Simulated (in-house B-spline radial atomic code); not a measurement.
# RPA and G0W0 on PBE: neutral krypton

Configuration [Ar] 3d10 4s2 4p6, mean-field start PBE. Computed with a B-spline radial code for spherical atoms: all electrons, non-relativistic, point nucleus, each spin shell either full or empty, empty states to l = 9 with an (l + 1/2)⁻⁴ tail; G0W0 by contour deformation at full frequency.

Command:
```bash
python run_gw.py task.json out
```
Settings (radii: box in bohr, nucleus in fm):
```
Z                        36
electrons                36
configuration            [Ar] 3d10 4s2 4p6
hamiltonian              nr
method                   pbe,pbe
lmax                     9
spin_polarised           False
box_radius               40
intervals                56
```

Cost of the run: 2.8 s on 1 thread of Arm Neoverse N1, on a shared host.

Energies (hartree):

| term | value |
| --- | --- |
| mean-field total | -2753.41610 |
| Hartree-Fock functional on these orbitals | -2752.02936 |
| direct second order | -3.0396 |
| second-order exchange | 0.87037 |
| SOSEX correction | 0.7958 |

Task: What is the RPA correlation energy, and what remains with SOSEX?

Result: RPA gives -2.6144 hartree (-1.98 eV per electron); RPA + SOSEX gives -1.8186, and the second-order doubles -2.1692 hartree (no singles). SOSEX takes back 30 % of the RPA value.

Quasi-particle levels (eV):

| level | occupied | mean field | Σx - vxc | Σc | QP weight | G0W0 |
| --- | --- | --- | --- | --- | --- | --- |
| 4p | yes | -9.283 | -4.91 | ? | ? | ? |

G0W0 = mean field + (Σx - vxc) + Σc, with Σc (partial-wave tail included) taken at the quasi-particle energy. Only the outer levels were computed. Levels of low weight are left out.

Task: Where does G0W0 put 4p?

Result: At -13.958 eV, with Σc = 0.23 eV and a quasi-particle weight of 0.844. The tabulated removal energy is 14.000 eV (NIST, measured); the calculation leaves out relativity, Breit and QED terms, and what these don't explain is the method's own error.
